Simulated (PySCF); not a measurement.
# How methods differ on the ionisation energy of He

He 1s2 (1S) → He⁺ 1s1 (2S), as a difference of total energies. Computed with PySCF 2.14 in aug-cc-pVDZ-DK, with scalar relativity by spin-free X2C-1e. Correlated levels: valence: nothing frozen. The calculations carry no spin-orbit coupling.

```csv
method,ionisation energy (eV),error (eV)
UHF,23.438,-1.149
PBE,24.443,-0.144
r2SCAN,24.599,+0.012
MP2 (valence),24.172,-0.415
SCS-MP2 (valence),24.319,-0.268
CCSD (valence),24.359,-0.228
```

Reference: 24.587 eV (measured; NIST Atomic Spectra Database, ionization energies).

Errors of the correlated levels include the incompleteness of this basis.

With two correlated electrons CCSD is exact in that space.
